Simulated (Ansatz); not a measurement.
## MgO: pressure series

The reference is MgO in the rock salt structure (space group Fm-3m, No. 225; a = 4.2539 Å).

Cell and atoms are relaxed at each pressure.

Calculations: PBE (Ansatz, a first-principles code), without spin-orbit coupling.

| pressure (GPa) | volume per atom (Å³/atom) |
|---|---|
| -2 | 9.755 |
| -1 | 9.687 |
| 0 | 9.622 |
| 0.3 | 9.603 |
| 0.7 | ? |
| 3 | 9.437 |
| 5 | 9.324 |
| 7.5 | 9.191 |
| 10 | 9.067 |

**Question.** Fit the third-order Birch–Murnaghan form P(V) = (3B₀/2)[(V₀/V)^(7/3) − (V₀/V)^(5/3)]·[1 + (3/4)(B₀′ − 4)((V₀/V)^(2/3) − 1)] (squares taken in P) to the rows shown and predict the withheld row.

**Answer.** Least squares on the printed values gives V₀ = 9.622 Å³/atom, B₀ = 149 GPa, B₀′ = 4.1; this predicts 9.577 Å³/atom, and the run gives 9.578 Å³/atom, in agreement.

Measured bulk modulus of MgO: 169.8 GPa (static lattice; corrected from measurement; as listed in Daniel Mejia-Rodriguez, S. B. Trickey, Phys. Rev. B (2018)); the computed value is 12 % below it.

Load acts through the strain it causes; cell and atoms are relaxed under it. Whether these cells are dynamically stable was not tested. Competing high-pressure phases were not computed. The base started in P3_121 and relaxed to Fm-3m at this level.
